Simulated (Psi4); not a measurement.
# C2F3N (SMILES [C-]#[N+]C(F)(F)F) at HF/STO-3G

Aim: the vertical ionisation energy of C2F3N at HF/STO-3G, from 2 runs. 

Program for the calculation: Psi4 1.11.

### 1 The system as given

The species is C2F3N (6 atoms), meant as a singlet with charge 0. SMILES: `[C-]#[N+]C(F)(F)F`. The coordinates come from a PBE0-D4/def2-TZVP relaxation.

Bond lengths: C1–N2 1.169 Å, N2–C3 1.402 Å, C3–F4 1.323 Å, C3–F5 1.323 Å, C3–F6 1.323 Å. Angles: C1–N2–C3 180.0°, N2–C3–F4 110.1°, N2–C3–F5 110.1°, N2–C3–F6 110.1°, F4–C3–F5 108.8°, F4–C3–F6 108.8°, F5–C3–F6 108.8°.

### 2 Energy and forces at HF/STO-3G

Contents of calc.in:

```
memory 2.2 GB

molecule molecule1 {
  0 1
  C      0.847870    -1.738560     0.906050
  N      0.383970    -0.786810     0.410270
  C     -0.172600     0.353950    -0.184440
  F     -1.291150     0.037040    -0.816420
  F      0.677790     0.873500    -1.054990
  F     -0.445880     1.260880     0.739530
  symmetry c1
  no_reorient
  no_com
}

set {
  basis STO-3G
  reference rhf
  puream true
  e_convergence 1e-09
  d_convergence 1e-08
  scf_type pk
}

e, wfn = gradient("hf", return_wfn=True)
oeprop(wfn, "LOWDIN_CHARGES", "QUADRUPOLE", "DIPOLE")
```

Command:

```
$ psi4 -n 1 calc.in calc.out
```

calc.out:

```text
[...]
  Running in c1 symmetry.
[...]
  Nuclear repulsion =  237.787180612646182
[...]
  Multiplicity = 1
[...]
  Nalpha       = 23
  Nbeta        = 23
[...]
    Number of basis functions: 30
[...]
   @RHF iter   1:  -422.39282145562555   -2.21666e+00   1.88696e-02 ADIIS/DIIS
[...]
   @RHF iter  10:  -422.60666245206005   -5.68434e-13   3.81273e-09 DIIS
[...]
    Orbital Energies [Eh]
    ---------------------
    Doubly Occupied:
       1A    -26.020388     2A    -26.020146     3A    -26.020136
       4A    -15.404551     5A    -11.388182     6A    -11.064366
       7A     -1.671081     8A     -1.559029     9A     -1.559025
      10A     -1.237646    11A     -0.954743    12A     -0.790146
      13A     -0.726329    14A     -0.726327    15A     -0.564145
      16A     -0.564137    17A     -0.532207    18A     -0.522175
      19A     -0.507800    20A     -0.507798    21A     -0.467589
      22A     -0.467582    23A     -0.419245
[...]
  @RHF Final Energy:  -422.60666245206005
   => Energetics <=
    Nuclear Repulsion Energy =            237.7871806126461820
    One-Electron Energy =               -1061.3981429907644269
    Two-Electron Energy =                 401.0042999260582519
    Total Energy =                       -422.6066624520600499
[...]
  -Total Gradient:
     Atom            X                  Y                   Z
    ------   -----------------  -----------------  -----------------
       1       -0.009917156880     0.020327753496    -0.010596717429
       2       -0.016925862772     0.034677475782    -0.018087278767
       3        0.001966030448    -0.004012871540     0.002109939847
       4        0.053577500752     0.016147657126     0.030062757750
       5       -0.041478284764    -0.024216194952     0.041585630149
       6        0.012777773217    -0.042923819912    -0.045074331549
[...]
 Multipole Moments:
 ------------------------------------------------------------------------------------
     Multipole            Electronic (a.u.)      Nuclear  (a.u.)        Total (a.u.)
 ------------------------------------------------------------------------------------
 L = 1.  Multiply by 2.5417464519 to convert [e a0] to [Debye]
 Dipole X            :          5.1114250           -5.2794224           -0.1679974
 Dipole Y            :        -10.4788094           10.8233119            0.3445025
 Dipole Z            :          5.4620254           -5.6415317           -0.1795063
 Magnitude           :                                                    0.4232347
 L = 2.  Multiply by 1.3450342976 to convert [e a0^2] to [Debye ang]
 Quadrupole XX       :       -115.6400263           94.4602561          -21.1797702
 Quadrupole XY       :         42.1462853          -41.0227862            1.1234991
[...]
```

Run time: 2.1 s. Hardware: 1 thread of AMD EPYC 7R43 (Zen 3), shared host; peak memory 0.18 GiB.

### 3 The doublet cation: the energy at UHF/STO-3G

Contents of calc.py:

```python
import psi4

psi4.set_memory(2200000000)
psi4.set_num_threads(1)
psi4.core.set_output_file('output.dat', False)

m = psi4.geometry("""
1 2
C      0.847870    -1.738560     0.906050
N      0.383970    -0.786810     0.410270
C     -0.172600     0.353950    -0.184440
F     -1.291150     0.037040    -0.816420
F      0.677790     0.873500    -1.054990
F     -0.445880     1.260880     0.739530
units angstrom
symmetry c1
no_reorient
no_com
""")

psi4.set_options({
    'reference': 'uhf',
    'puream': True,
    'e_convergence': 1e-09,
    'd_convergence': 1e-08,
    'scf_type': 'pk',
    'maxiter': 100,
})

result, w = psi4.energy('hf/STO-3G', molecule=m, return_wfn=True)
psi4.oeprop(w, 'LOWDIN_CHARGES', 'WIBERG_LOWDIN_INDICES', 'MULLIKEN_CHARGES')
print('E =', round(result, 9))
```

Command:

```
$ python calc.py
```

output.dat:

```text
[...]
  Running in c1 symmetry.
[...]
  Nuclear repulsion =  237.787180612646182
[...]
  Multiplicity = 2
[...]
  Nalpha       = 23
  Nbeta        = 22
[...]
    Number of basis functions: 30
[...]
   @UHF iter   1:  -421.99016768374435   -1.81400e+00   1.90756e-02 DIIS/ADIIS
[...]
   @UHF iter  17:  -422.26866327548328   -1.68257e-11   9.39385e-09 DIIS
[...]
   @S^2 Observed:                1.233889207E+00
[...]
    Orbital Energies [Eh]
    ---------------------
    Alpha Occupied:
       1A    -26.274102     2A    -26.273859     3A    -26.273854
       4A    -15.886097     5A    -11.651200     6A    -11.626810
       7A     -1.901341     8A     -1.785308     9A     -1.785304
      10A     -1.602876    11A     -1.296627    12A     -1.031351
      13A     -0.996008    14A     -0.958787    15A     -0.958787
      16A     -0.861636    17A     -0.861630    18A     -0.773505
      19A     -0.773503    20A     -0.757769    21A     -0.745943
      22A     -0.729064    23A     -0.729063
    Alpha Virtual:
      24A     -0.112788    25A     -0.112783    26A      0.224763
[...]
  @UHF Final Energy:  -422.26866327548328
   => Energetics <=
    Nuclear Repulsion Energy =            237.7871806126461820
    One-Electron Energy =               -1047.9116091259675159
    Two-Electron Energy =                 387.8557652378381135
    Total Energy =                       -422.2686632754832772
  UHF NO Occupations:
  HONO-2 :   21  A 1.8730131
  HONO-1 :   22  A 1.8730084
[...]
 Multipole Moments:
 ------------------------------------------------------------------------------------
     Multipole            Electronic (a.u.)      Nuclear  (a.u.)        Total (a.u.)
 ------------------------------------------------------------------------------------
 L = 1.  Multiply by 2.5417464519 to convert [e a0] to [Debye]
 Dipole X            :          6.2696558           -5.2794224            0.9902334
 Dipole Y            :        -12.8536200           10.8233119           -2.0303081
 Dipole Z            :          6.6997157           -5.6415317            1.0581841
 Magnitude           :                                                    2.4944872
[...]
  Mulliken Charges: (a.u.)
   Center  Symbol    Alpha    Beta     Spin     Total
       1     C     3.71346  1.65821  2.05525  0.62833
       2     N     2.98057  4.08497 -1.10440 -0.06553
       3     C     2.73415  2.62358  0.11057  0.64226
       4     F     4.52393  4.54443 -0.02049 -0.06836
       5     F     4.52394  4.54441 -0.02047 -0.06835
       6     F     4.52395  4.54440 -0.02046 -0.06835
   Total alpha = 23.00000, Total beta = 22.00000, Total charge =  1.00000
  Lowdin Charges: (a.u.)
   Center  Symbol    Alpha    Beta     Spin     Total
[...]
```

Standard output:

```text
E = -422.268663275
```

It took 2.2 s on 1 thread of AMD EPYC 7R43 (Zen 3), shared host; peak memory 0.18 GiB.

### 4 Summary of results

At HF/STO-3G:

```
                                          quantity          value
                       singlet C2F3N: total energy  -422.60666 Eh
                      singlet C2F3N: dipole moment         1.08 D
                        singlet C2F3N: HOMO energy      -11.41 eV
                        singlet C2F3N: LUMO energy        8.45 eV
                      singlet C2F3N: HOMO–LUMO gap       19.86 eV
           singlet C2F3N: largest force on an atom     3.267 eV/Å
                      doublet cation: total energy  -422.26866 Eh
doublet cation: HOMO energy (highest over α and β)      -19.84 eV
 doublet cation: LUMO energy (lowest over α and β)       -6.61 eV
                              doublet cation: ⟨S²⟩          1.234
vertical ionisation energy (to the doublet cation)       9.197 eV
```

What this shows: Removing an electron at fixed nuclei costs 9.20 eV (212 kcal/mol). The largest force (singlet C2F3N) is 3.27 eV/Å: the shape isn't a stationary point for this species at this level. The negative HOMO energy of the first species, 11.41 eV, lies 2.21 eV above that difference. In a minimal basis such a difference can be off by several eV, whatever the method. ⟨S²⟩ (doublet cation) is 1.23 where a pure doublet has 0.75: the reference is spin-contaminated.
